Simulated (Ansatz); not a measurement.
Reaction (SMILES): P#P (P2) → 2 P atom
B3LYP-D3(BJ)/def2-TZVP geometries, fixed; electronic energies without zero-point terms.

Basis-set convergence of the atomisation energy at B2PLYP with Ansatz (a program for electronic structure). Cartesian d functions, on some or all atoms, in 6-311G**; all else is spherical. Cores are frozen. Open shells are unrestricted. No added dispersion term, no relativity. Functions are those of the species that has most. Reference: the value in aug-cc-pV(5+d)Z, 118.15 kcal/mol, itself unsure by roughly 0.64 kcal/mol (its mean distance from pcseg-4, aug-pcseg-3, aug-cc-pV(Q+d)Z). Deviations are taken from unrounded values.

```json
[
 {"basis": "6-31G", "functions": "26", "atomisation energy (kcal/mol)": "73.67", "minus reference (kcal/mol)": "-44.48"},
 {"basis": "pcseg-0", "functions": "26", "atomisation energy (kcal/mol)": "71.02", "minus reference (kcal/mol)": "-47.13"},
 {"basis": "6-311G**", "functions": "54", "atomisation energy (kcal/mol)": "105.41", "minus reference (kcal/mol)": "-12.74"},
 {"basis": "aug-cc-pV(D+d)Z", "functions": "64", "atomisation energy (kcal/mol)": "110.13", "minus reference (kcal/mol)": "-8.02"},
 {"basis": "pcseg-2", "functions": "68", "atomisation energy (kcal/mol)": "112.62", "minus reference (kcal/mol)": "-5.53"},
 {"basis": "def2-TZVP", "functions": "74", "atomisation energy (kcal/mol)": "114.78", "minus reference (kcal/mol)": "-3.37"},
 {"basis": "6-311++G(3df,3pd)", "functions": "94", "atomisation energy (kcal/mol)": "116.16", "minus reference (kcal/mol)": "-1.99"},
 {"basis": "def2-TZVPPD", "functions": "96", "atomisation energy (kcal/mol)": "115.63", "minus reference (kcal/mol)": "-2.52"},
 {"basis": "aug-pcseg-2", "functions": "100", "atomisation energy (kcal/mol)": "115.00", "minus reference (kcal/mol)": "-3.15"},
 {"basis": "aug-cc-pV(T+d)Z", "functions": "110", "atomisation energy (kcal/mol)": "115.71", "minus reference (kcal/mol)": "-2.44"},
 {"basis": "def2-QZVPP", "functions": "140", "atomisation energy (kcal/mol)": "117.07", "minus reference (kcal/mol)": "-1.08"},
 {"basis": "def2-QZVPPD", "functions": "152", "atomisation energy (kcal/mol)": "117.22", "minus reference (kcal/mol)": "-0.93"},
 {"basis": "aug-cc-pV(Q+d)Z", "functions": "178", "atomisation energy (kcal/mol)": "117.52", "minus reference (kcal/mol)": "-0.63"}
]
```
